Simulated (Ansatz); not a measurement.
`O=CCCO`, relaxed with RKS PBE0-D4/def2-TZVP in the Gaussian-basis code of Ansatz from a PBE-D4/def2-SVP geometry. The force threshold is 0.005 eV/Å; the program also tests the step.

The species carries charge 0 and has multiplicity 1.

Start:

```xyz
11

O     0.437    1.627    2.044
C     0.234    0.623    1.392
C     0.549    0.474   -0.083
C    -0.565   -0.238   -0.869
O    -0.829   -1.545   -0.396
H    -0.224   -0.302    1.858
H     0.777    1.476   -0.501
H     1.483   -0.133   -0.164
H    -0.313   -0.221   -1.957
H    -1.517    0.324   -0.761
H    -0.033   -2.084   -0.561
```

| step | energy (eV) | largest force (eV/Å) | largest move (Å) |
| --- | --- | --- | --- |
| 1 | -7297.0699 | 1.230 | 0.000 |
| 2 | -7297.1209 | 0.232 | 0.026 |
| 3 | -7297.1210 | 0.326 | 0.039 |
| 4 | -7297.1242 | 0.134 | 0.057 |
| 5 | -7297.1263 | 0.060 | 0.022 |
| 6 | -7297.1264 | 0.026 | 0.004 |
| 7 | -7297.1264 | 0.011 | 0.002 |
| 8 | -7297.1264 | 0.012 | 0.005 |
| 9 | -7297.1264 | 0.009 | 0.002 |
| 10 | -7297.1264 | 0.001 | 0.001 |

End:

```xyz
11

O     0.430    1.641    2.003
C     0.224    0.634    1.382
C     0.555    0.461   -0.073
C    -0.559   -0.232   -0.850
O    -0.793   -1.552   -0.412
H    -0.240   -0.249    1.868
H     0.788    1.440   -0.499
H     1.465   -0.151   -0.137
H    -0.330   -0.200   -1.922
H    -1.503    0.300   -0.709
H    -0.036   -2.093   -0.649
```

Run time 14 s (4 threads of an Intel Xeon 6975P-C on a shared host); peak host memory 0.44 GiB.
